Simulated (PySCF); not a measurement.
# How the numerical set-up moves the result for PH (triplet)

Aim: see how much the energy and properties of PH (triplet) depend on the numerical set-up.

The runs use PySCF 2.14.0; method and basis as typed in the scripts.

3 further runs of the same task are left out: 3 that didn't finish.

### Step 1. The starting structure

PH (triplet): 2 atoms, charge 0, spin multiplicity 3.

Bond lengths: P1–H2 1.316 Å.

### Step 2. The run that the others are compared with

input.py

```python
from pyscf import gto, dft
from pyscf.geomopt.geometric_solver import optimize

mol = gto.M(
    atom='P 0 0 0; H 0 0 1.316',
    basis='jorge-dzp-dkh',
    charge=0,
    spin=2,
    verbose=4,
)
mf = dft.ROKS(mol, xc='pw6b95')
mf = mf.sfx2c1e()
mf.kernel()
g = mf.nuc_grad_method()
g.grid_response = True
mol_eq = optimize(g.as_scanner(), maxsteps=30)
print('optimised geometry (angstrom)')
print(mol_eq.tostring('raw'))
print('orbital energies (hartree):', mf.mo_energy[..., max(0, mol.nelec[1]-3):mol.nelec[0]+3].round(4))
```

Command:

```console
> python input.py
```

The log of this run is left out.

It gives: at the starting geometry E(SCF) = -342.981343 Eh, 7 cycles, optimised bond 1.438 Å in 4 steps; the optimisation lowers the energy by 0.178 eV.

The triplet is typed in the script; nothing here shows that it is the ground state.

### Step 3. Pcseg-1 (X2C off)

Edit 1 changes basis set: jorge-dzp-dkh → pcseg-1; spin-free X2C: on → off.

input.py

```python
from pyscf import gto, dft
from pyscf.geomopt.geometric_solver import optimize

mol = gto.M(
    atom='P 0 0 0; H 0 0 1.316',
    basis='pcseg-1',
    charge=0,
    spin=2,
    verbose=4,
)
mf = dft.ROKS(mol, xc='pw6b95')
mf.kernel()
g = mf.nuc_grad_method()
g.grid_response = True
mol_eq = optimize(g.as_scanner(), maxsteps=30)
print('optimised geometry (angstrom)')
print(mol_eq.tostring('raw'))
print('orbital energies (hartree):', mf.mo_energy[..., max(0, mol.nelec[1]-3):mol.nelec[0]+3].round(4))
```

Command:

```console
> python input.py
```

### Step 4. Density fitting cc-pvdz-jkfit

Edit 2 changes density fitting: none → cc-pvdz-jkfit.

Edit input.py of step 2 so:

```diff
@@ -12,2 +12,3 @@
 mf = mf.sfx2c1e()
+mf = mf.density_fit(auxbasis='cc-pvdz-jkfit')
 mf.kernel()
```

What does the calculation give? Wanted: for each run, E(SCF); from base; after the SCF.

**Answer**, as computed:

```tsv
run	E(SCF) (hartree)	from base (eV)	cycles	functions	after the SCF
base	-342.981343	0	7	29	bond 1.438 Å, -0.178 eV
pcseg-1 (X2C off)	-342.142525	not comparable	7	23	bond 1.433 Å, -0.170 eV
density fitting cc-pvdz-jkfit	-342.981346	-0.0001	7	29	bond 1.438 Å, -0.178 eV
```

SCF columns refer to the geometry typed in the script.

Total energies from different bases, Hamiltonians or methods carry different errors, so properties are taken as differences within one set-up.
